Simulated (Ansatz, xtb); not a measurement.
**Two isomers of C6H14**

Structure a: `CCC(C)(C)C`, a singlet. Structure b: `CCCC(C)C`, a singlet. Both are isolated molecules in the gas phase, relaxed with B3LYP/def2-SVP; the shapes shown needn't be the lowest conformers.

a (Å):

```xyz
20

C    -0.8114    0.2618   -1.9688
C    -1.3626    0.1735   -0.5433
C    -0.3312    0.0520    0.6108
C    -1.1104   -0.0223    1.9379
C     0.5975    1.2808    0.6468
C     0.5141   -1.2269    0.4574
H    -0.2254   -0.6295   -2.2440
H    -0.1647    1.1423   -2.1108
H    -1.6356    0.3447   -2.6955
H    -1.9883    1.0633   -0.3476
H    -2.0477   -0.6914   -0.4793
H    -1.7263    0.8796    2.0903
H    -0.4260   -0.1097    2.7979
H    -1.7848   -0.8945    1.9566
H     1.2858    1.2259    1.5063
H     0.0195    2.2154    0.7417
H     1.2145    1.3579   -0.2623
H    -0.1249   -2.1248    0.4131
H     1.1996   -1.3476    1.3124
H     1.1298   -1.2071   -0.4556
```

b (Å):

```tsv
atom	x (Å)	y (Å)	z (Å)
C	-1.6505	2.6763	-0.4239
C	-1.1864	1.3157	0.0992
C	0.3264	1.2438	0.3341
C	0.8490	-0.0711	0.9434
C	2.3346	0.0539	1.3059
C	0.6151	-1.2826	0.0307
H	-1.1684	2.9216	-1.3853
H	-2.7404	2.6993	-0.5841
H	-1.4011	3.4854	0.2833
H	-1.4951	0.5312	-0.6130
H	-1.7109	1.0867	1.0453
H	0.6169	2.0766	1.0009
H	0.8540	1.4300	-0.6215
H	0.2888	-0.2448	1.8827
H	2.5127	0.8915	2.0000
H	2.9468	0.2336	0.4050
H	2.7115	-0.8647	1.7844
H	1.1328	-1.1525	-0.9359
H	1.0022	-2.2060	0.4915
H	-0.4528	-1.4450	-0.1822
```

Estimate E(b) − E(a) at the level CCSD(T)/def2-SVP + ΔMP2/def2-TZVPP.

Calculated at CCSD(T)/def2-SVP + ΔMP2/def2-TZVPP: E(b) − E(a) = +0.091 eV, so structure a lies lower.

How the difference moves with the method:

| level | geometry | E(b) − E(a) (eV) | departure from the last row (eV) | job, with rough time for the two |
| --- | --- | --- | --- | --- |
| GFN2-xTB | GFN2-xTB | +0.061 | −0.030 | optimisation, 0.33 s |
| HF/STO-3G | GFN2-xTB | −0.054 | −0.145 | single point, 1 s |
| r2SCAN-D4/def2-SVP | GFN2-xTB | +0.057 | −0.034 | single point, 7.2 s |
| B3LYP/def2-SVP | B3LYP/def2-SVP | −0.040 | −0.131 | optimisation, 78 s |
| HF/def2-SVP | B3LYP/def2-SVP | −0.047 | −0.138 | part of the CCSD(T) run |
| MP2/def2-SVP | B3LYP/def2-SVP | +0.097 | +0.007 | part of the CCSD(T) run |
| CCSD(T)/def2-SVP | B3LYP/def2-SVP | +0.076 | −0.015 | single point |
| CCSD(T)/def2-SVP + ΔMP2/def2-TZVPP | B3LYP/def2-SVP | +0.091 |  | single point, 2.6 min |

As drawn, both hold the same kinds of bond in the same numbers. Structure a has 4 methyl groups, b 3.

HF/STO-3G, B3LYP/def2-SVP, HF/def2-SVP put the two in the other order. The largest departure from CCSD(T)/def2-SVP + ΔMP2/def2-TZVPP is that of HF/STO-3G, 0.145 eV. The last row adds to CCSD(T) the change of the MP2 difference between the two basis sets, here +0.015 eV.

With thermal terms from frequencies at re-optimised GFN2-xTB minima (ideal gas, soft modes damped towards free rotors, one conformer each, 298.15 K, 1 atm): on the last row, ΔE + ΔZPE = +0.103, ΔH = +0.104, ΔG = +0.083 eV.

The correlated steps freeze 6 core orbitals. Run with Ansatz 0.2.0, xtb 6.7.1; the last row on 2 threads of Intel(R) Xeon(R) Platinum 8259CL CPU @ 2.50GHz (Skylake/Cascade Lake) on a shared host.
